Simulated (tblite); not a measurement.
Compound: C5H5O (doublet state).
Numbering: `[H]/[C:1]=[CH:2]\[CH2:3][CH:4]=[C:5]=[O:6]` (hydrogens: H7 on C1; H8 on C2; H9, H10 on C3; H11 on C4)
Bond orders are those of one Lewis drawing.

Computed with GFN2-xTB (tblite), gas phase: L-BFGS steps from a force-field or distance-geometry start until the largest atomic force falls under 0.01 eV/Å.

Step 51: E = -466.5170 eV
```
atom  x, y, z in Å  |  force x, y, z in eV/Å
C1     -2.2356    0.7915    0.0333    0.024  -0.006  -0.029
C2     -1.1152    0.4177    0.5461   -0.014  -0.034   0.021
C3     -0.1540   -0.6239   -0.0573   -0.009   0.021  -0.020
C4      1.1334    0.0332   -0.4670    0.002  -0.011   0.000
C5      2.2289   -0.0517    0.2184   -0.017  -0.012   0.011
O6      3.2148   -0.1741    0.8260   -0.015   0.019  -0.007
H7     -2.8252    0.5982   -0.8341    0.028   0.000   0.042
H8     -0.7574    0.8225    1.4854    0.008   0.005  -0.018
H9      0.0320   -1.3945    0.6936   -0.013   0.033  -0.029
H10    -0.6224   -1.0738   -0.9328   -0.018  -0.027   0.018
H11     1.1060    0.6575   -1.3445    0.023   0.012   0.011
```

Step 52: E = -466.5173 eV
```
atom  x, y, z in Å  |  force x, y, z in eV/Å
C1     -2.2346    0.7925    0.0371    0.020  -0.006  -0.033
C2     -1.1124    0.4170    0.5445   -0.028  -0.023   0.010
C3     -0.1549   -0.6253   -0.0612    0.014   0.006  -0.022
C4      1.1343    0.0292   -0.4698    0.010   0.002   0.006
C5      2.2268   -0.0497    0.2220   -0.022  -0.009   0.007
O6      3.2100   -0.1670    0.8352   -0.031   0.017  -0.020
H7     -2.8295    0.6005   -0.8273    0.031  -0.001   0.045
H8     -0.7492    0.8216    1.4813    0.008   0.013  -0.001
H9      0.0311   -1.3950    0.6906   -0.020   0.019  -0.035
H10    -0.6235   -1.0741   -0.9374   -0.016  -0.025   0.030
H11     1.1072    0.6529   -1.3479    0.034   0.007   0.013
```

Task: Estimate the geometry and energy of step 53. (The exact step hangs on the optimiser's Hessian estimate; all steps are aligned on step 52, rigid shifts and turns removed.)

Result: E = -466.5177 eV, largest force 0.053 eV/Å
```
atom  x, y, z in Å  |  force x, y, z in eV/Å
C1     -2.2328    0.7938    0.0418    0.012  -0.005  -0.031
C2     -1.1092    0.4159    0.5440   -0.032  -0.003  -0.003
C3     -0.1562   -0.6264   -0.0662    0.030  -0.012  -0.018
C4      1.1351    0.0248   -0.4731    0.014   0.015   0.009
C5      2.2234   -0.0474    0.2264   -0.021  -0.001   0.000
O6      3.2036   -0.1582    0.8458   -0.043   0.013  -0.029
H7     -2.8317    0.6010   -0.8193    0.024  -0.002   0.037
H8     -0.7394    0.8215    1.4772    0.010   0.016   0.016
H9      0.0292   -1.3958    0.6854   -0.022  -0.004  -0.031
H10    -0.6262   -1.0738   -0.9424   -0.015  -0.020   0.035
H11     1.1096    0.6471   -1.3524    0.043   0.002   0.015
```

The energy changes by -0.0004 eV. The first-order estimate −F·Δx gives -0.0005 eV and the mean of the old and new forces, exact on a quadratic surface, -0.0004 eV. The step makes an angle of 80° with the force vector and moves no atom by more than 0.015 Å.

The cost below is that of the whole relaxation. The run took 0.25 s of wall time on an Arm Neoverse V1 with one thread, no GPU, shared host.
